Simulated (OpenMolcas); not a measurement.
**O2F (SMILES [O]OF): UHF/pcseg-0**

What is the vertical ionisation energy of O2F at UHF/pcseg-0? 

The results are computed with OpenMolcas 26.06.

**1. Starting point**

O2F has 3 atoms, charge 0, and is taken as a doublet. As SMILES, `[O]OF`. The coordinates come from a PBE0-D4/def2-TZVP relaxation.

Bond lengths: O1–O2 1.181 Å. A long bond or contact: O2–F3 1.573 Å.

**2. The energy at UHF/pcseg-0**

Input file mol.xyz:

```xyz
3

O      0.933400    -0.295440     0.482240
O      0.133270     0.497870     0.127930
F     -1.066650    -0.202430    -0.610160
```

Input file job.inp:

```
&GATEWAY
BasLib=$CurrDir
Coord=mol.xyz
Basis=pcseg-0
Group=NoSym
&SEWARD
&SCF
UHF
Spin=2
PrOrbitals=0
```

The basis set pcseg-0 is read from a file made from the Basis Set Exchange's data (not shown).

Launch:

```sh
$ export MOLCAS_MEM=1860
$ pymolcas job.inp > job.log
```

Standard output:

```text
--- Start Module: gateway ---
[...]
--- Stop Module: gateway /rc=_RC_ALL_IS_WELL_ ---
--- Start Module: seward ---
[...]
      Basis functions           27
--- Stop Module: seward /rc=_RC_ALL_IS_WELL_ ---
--- Start Module: scf ---
[...]
       Convergence after  31 Iterations
[...]
::    Total SCF energy                               -248.1609160728
[...]
      Total spin, S                                     0.7916491790
[...]
      Total electronic charge=   25.000000
      Total            charge=   -0.000000
[...]
      Dipole Moment (debye):
      Origin of the operator (angstrom)=   -0.0628   -0.0119   -0.0359
                   X=  2.9224E-01               Y=  1.1745E-01               Z=  1.7395E-01           Total=  3.5980E-01
      Quadrupole Moment (debye*angstrom):
[...]
--- Stop Module: scf /rc=_RC_ALL_IS_WELL_ ---
[...]
```

Run time: 2 s. Hardware: 1 thread of Arm Neoverse V2, shared host; peak memory 0.37 GiB.

**3. The singlet cation at the same level**

mol.xyz is that of step 2.

Input file job.input:

```
&GATEWAY
BasLib = $CurrDir
Coord = mol.xyz
Basis = pcseg-0
Group = NoSym
&SEWARD
&SCF
Charge = 1
PrOrbitals = 0
```

The basis set pcseg-0 is read from a file made from the Basis Set Exchange's data (not shown).

Launch:

```sh
$ export MOLCAS_MEM=1860
$ pymolcas job.input > job.log
```

Standard output:

```text
--- Start Module: gateway ---
[...]
--- Stop Module: gateway /rc=_RC_ALL_IS_WELL_ ---
--- Start Module: seward ---
[...]
      Basis functions           27
--- Stop Module: seward /rc=_RC_ALL_IS_WELL_ ---
--- Start Module: scf ---
[...]
       Convergence after  20 Iterations
[...]
::    Total SCF energy                               -247.6157692734
[...]
      Total spin, S                                     0.0000000000
[...]
      Total electronic charge=   24.000000
      Total            charge=    1.000000
[...]
      Dipole Moment (debye):
      Origin of the operator (angstrom)=   -0.0628   -0.0119   -0.0359
                   X=  1.1394E+00               Y= -1.1452E-01               Z=  6.1561E-01           Total=  1.3001E+00
      Center of Charge (angstrom)
[...]
--- Stop Module: scf /rc=_RC_ALL_IS_WELL_ ---
[...]
```

It took 1.6 s on 1 thread of Arm Neoverse V2, shared host; peak memory 0.37 GiB.

**4. What came out**

Level: UHF/pcseg-0.

```
                                          quantity          value
                         doublet O2F: total energy  -248.16092 Eh
                        doublet O2F: dipole moment         0.36 D
   doublet O2F: HOMO energy (highest over α and β)      -15.34 eV
    doublet O2F: LUMO energy (lowest over α and β)        2.42 eV
                                 doublet O2F: ⟨S²⟩          1.418
                      singlet cation: total energy  -247.61577 Eh
                       singlet cation: HOMO energy      -25.51 eV
                       singlet cation: LUMO energy      -11.33 eV
                     singlet cation: HOMO–LUMO gap       14.19 eV
vertical ionisation energy (to the singlet cation)      14.834 eV
```

The vertical ionisation energy comes to 14.83 eV (342 kcal/mol). Only the singlet of the ionised species was computed; a triplet could lie lower. ⟨S²⟩ (doublet O2F) is 1.42 where a pure doublet has 0.75: the reference is spin-contaminated. Mulliken charges (singlet cation) run from +0.24 on F3 to +0.46 on O1; they depend strongly on the basis.
